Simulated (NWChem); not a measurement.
ethylene (C2H4); SMILES C=C

Computed with NWChem. Coordinates come from a PBE0/def2-SVP optimisation. Level: PBE0/def2-SVP with SMD (1 M gas to 1 M solution), gas-phase geometry.

For solvent ethyl acetate:

```yaml
solvation free energy (kcal/mol): -0.9
cavity-dispersion-structure term (kcal/mol): 0.6
```

Estimate the same quantities for solvent water.


- solvation free energy (kcal/mol) = 1.5
- cavity-dispersion-structure term (kcal/mol) = 3.2
